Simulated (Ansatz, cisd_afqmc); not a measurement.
System: F2, charge 0, singlet. F2 (molecular fluorine, SMILES FF).
B3LYP-D3(BJ)/def2-TZVP minimum from Ansatz (a program for electronic structure):
```
F
F 1 1.3965
```

Total energies in cc-pVDZ, 14 correlated electrons, 2 frozen orbitals. Radicals and triplets start from unrestricted determinants; spin-orbit coupling is neglected. Correlated methods leave the cores frozen. No relativity. The Monte Carlo rows (phaseless AFQMC, CISD trial, step 0.005/hartree) carry one-sigma bars that omit the constraint's bias. Outlying blocks are dropped, and bars are widened where a walk drifts. Over all cases where full CI ran beside it in this data, AFQMC minus full CI had a median of +0.1 mEh and passed +0.4 mEh in a tenth of the cases. The restricted determinant of F2 (FF, singlet) is unstable towards broken spin symmetry in at least one set run.

```json
[
 {"method": "HF", "program": "Ansatz", "energy (Eh)": "-198.68699", "minus CCSDTQ (mEh)": "411.45"},
 {"method": "MP2", "program": "Ansatz", "energy (Eh)": "-199.07922", "minus CCSDTQ (mEh)": "19.22"},
 {"method": "CCSD", "program": "Ansatz", "energy (Eh)": "-199.08798", "minus CCSDTQ (mEh)": "10.46"},
 {"method": "CCSD(T)", "program": "Ansatz", "energy (Eh)": "-199.09668", "minus CCSDTQ (mEh)": "1.76"},
 {"method": "CCSDT(Q)", "program": "Ansatz", "energy (Eh)": "-199.09859", "minus CCSDTQ (mEh)": "-0.15"},
 {"method": "CCSDTQ", "program": "Ansatz", "energy (Eh)": "-199.09844", "minus CCSDTQ (mEh)": "0.00"},
 {"method": "AFQMC/CISD", "program": "cisd_afqmc", "energy (Eh)": "-199.0980 ± 0.0006", "minus CCSDTQ (mEh)": "0.4 ± 0.6"}
]
```

Rough core times of Ansatz's runs on a shared machine: CCSD(T) under 20 s, CCSDT(Q) under 20 s, CCSDTQ 5 min.
